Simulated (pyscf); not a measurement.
Substitution at O: O=Sn(OH)–OH + H• → [O=Sn–OH]• + H₂O

Gas phase, doublet surface, charge 0. Bonds broken: Sn2–O3. Bonds formed: O3–H7. Optimised with ωB97X-D3(BJ)/def2-SVP in PySCF.

Transition state (Å):

```xyz
7

O     -0.9075     0.2616     2.7827
Sn    -1.0725     0.2825     0.9522
O     -0.1941    -0.7948    -0.5558
O     -2.2044     1.4012    -0.1891
H      0.4372    -1.4434    -0.1983
H     -2.0805     1.1861    -1.1245
H     -0.0146    -1.1279    -2.0228
```

One imaginary mode, 1440i cm⁻¹; descent along it reached the two sides named, in the forms told below.

| bond | change | reactant side (Å) | saddle | product side |
|---|---|---|---|---|
| Sn2–O3 | breaks | 1.966 | 2.051 | 3.4 |
| O3–H7 | forms | 3.2 | 1.515 | 0.965 |

Electronic energies relative to the separated reactants (eV):

| level | barrier | reaction energy | reverse barrier |
|---|---|---|---|
| ωB97X-D3(BJ)/def2-TZVP | 0.43 | -2.07 | 2.50 |
| PBE/def2-TZVP | -0.06 | -1.89 | 1.83 |
| r²SCAN/def2-TZVP | 0.00 | -2.06 | 2.06 |
| B3LYP-D3(BJ)/def2-TZVP | 0.03 | -2.30 | 2.33 |
| PBE0-D3(BJ)/def2-TZVP | 0.18 | -2.12 | 2.30 |
| M06-2X/def2-TZVP | 0.40 | -1.97 | 2.37 |
| ωB97M-D3(BJ)/def2-TZVP | 0.35 | -2.23 | 2.58 |
| HF/def2-TZVP | 0.90 | -3.08 | 3.97 |

With ωB97M-D3(BJ)/def2-TZVP energies and thermal terms (ideal gas, 1 atm, RRHO with modes under 100 cm⁻¹ raised to 100, one conformer, R ln 2 for rigid chiral ones), in eV:

```
T (K)   ΔH‡   ΔG‡     ΔH     ΔG
-----  ----  ----  -----  -----
298    0.34  0.60  -2.05  -2.20
600    0.32  0.88  -2.11  -2.32
900    0.31  1.16  -2.17  -2.42
1200   0.30  1.44  -2.23  -2.49
```

On the product side the descent ends in a complex (not fully relaxed), 0.27 eV under the separated species and 2.77 eV under the saddle at ωB97X-D3(BJ)/def2-TZVP. At PBE this geometry lies under the reactants; that is no barrier but a single point on another level's saddle; such a level's own saddle, if it has one, lies nearer that side and is low. This is the saddle that the search found; another between the same sides may lie lower. The angle at the attacked O is 151°. Elements past Kr carry the def2 core potentials, without spin-orbit coupling.
